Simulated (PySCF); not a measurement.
NP.
SMILES: `N#P`

Level of theory: PySCF, PBE0/6-31+G* geometry optimisation, gas phase.

Take the most abundant isotopes and a rigid rotor. 

Q: What are the moment of inertia and the rotational constant?

A: I = 21.390 u·Å², B = 505379 MHz·u·Å²/I = 23627 MHz (0.7881 cm⁻¹, or 1.134 K as hB/k). For two atoms I = μr² with μ = 9.6434 u and r = 1.4893 Å.

Q: List the first levels of a rigid rotor in a Σ state.

A: E(J) = BJ(J+1): J = 1: 1.576, J = 2: 4.729, J = 3: 9.457, J = 4: 15.762, J = 5: 23.643, J = 6: 33.101 cm⁻¹.

Q: Where do the first rotational lines fall?

A: The dipole is 2.77 D; J+1 ← J lies at 2B(J+1): 1 ← 0 at 47.25 GHz, 2 ← 1 at 94.51 GHz, 3 ← 2 at 141.76 GHz, 4 ← 3 at 189.02 GHz, 5 ← 4 at 236.27 GHz, 6 ← 5 at 283.53 GHz.

Q: Estimate the classical rotational partition function at 10 K, 25 K and 200 K.

A: Point group C∞v, symmetry number σ = 1; q = kT/(σhB), k/h = 20836.6 MHz/K: 8.8 at 10 K, 22.0 at 25 K, 176 at 200 K.

PBE0/6-31+G* frequencies: not computed here. These are rigid-rotor constants of the computed structure; measured ground-state constants (B0) also hold zero-point vibration.

Hardware: Arm Neoverse V1, one thread, no GPU, on a shared host. Cost: 1.3 s wall, 0.24 GiB resident at most. This is the geometry optimisation.
